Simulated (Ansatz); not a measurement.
## Match the barriers

Saddle point of CH₆BF, singlet (BH₂F ([BH2][F]) + CH₄ → CH₅B ([BH2][CH3]) + HF; bonds formed: B1–C6, F2–H5; bonds broken: B1–F2, H5–C6), PBE0-D4/def2-TZVP structure:

```json
{"atom": "B1", "x (Å)": "-0.6364", "y (Å)": "0.3278", "z (Å)": "-0.5130"}
{"atom": "F2", "x (Å)": "0.5198", "y (Å)": "0.3178", "z (Å)": "-1.6748"}
{"atom": "H3", "x (Å)": "-0.9150", "y (Å)": "1.4684", "z (Å)": "-0.2997"}
{"atom": "H4", "x (Å)": "-1.4743", "y (Å)": "-0.4576", "z (Å)": "-0.8363"}
{"atom": "H5", "x (Å)": "0.7666", "y (Å)": "-0.0436", "z (Å)": "-0.6276"}
{"atom": "C6", "x (Å)": "0.3712", "y (Å)": "-0.3086", "z (Å)": "0.7110"}
{"atom": "H7", "x (Å)": "1.1703", "y (Å)": "0.3005", "z (Å)": "1.1411"}
{"atom": "H8", "x (Å)": "-0.4644", "y (Å)": "-0.2437", "z (Å)": "1.4162"}
{"atom": "H9", "x (Å)": "0.6622", "y (Å)": "-1.3611", "z (Å)": "0.6831"}
```

Computed with Ansatz 0.2.0 (basis: def2-TZVPP, with def2-QZVPP for the basis limit); correlated methods freeze the cores. Extrapolation: Hartree–Fock as exp(−7.88 √X), correlation as X^−2.97. Four methods, as single points on the PBE0-D4 structures, gave these electronic barriers from the start structure: 42.11, 46.28, 57.91, 73.40 kcal/mol.

The methods were, in alphabetical order, BHLYP-D4, HF, PBE-D4, r2SCAN-D4. Which gave which? (A judgement: the text doesn't fix the answer.)

By the calculation: PBE-D4 42.11; r2SCAN-D4 46.28; BHLYP-D4 57.91; HF 73.40 kcal/mol. For comparison, CCSD(T) at an estimated basis limit (MP2 extrapolated from triple and quadruple zeta, plus CCSD(T) − MP2 in triple zeta) gives 52.40 kcal/mol.

T1 diagnostic: at most 0.012. The start structure is not quite a true minimum (one mode of 45i cm⁻¹).

Labels in which every atom is bracketed show which atoms are joined, not bond orders.

For scale, one of the runs: CCSD(T)/def2-TZVPP, 177 basis functions, launched by `ansatz run in.yaml --threads 2 --pin off --events-out ev --progress --plain --max-ram 4352MiB`. Hardware: 2 CPU threads of an Intel Xeon Platinum 8259CL, shared host. Wall time 46 s; peak host memory 1.7 GiB.
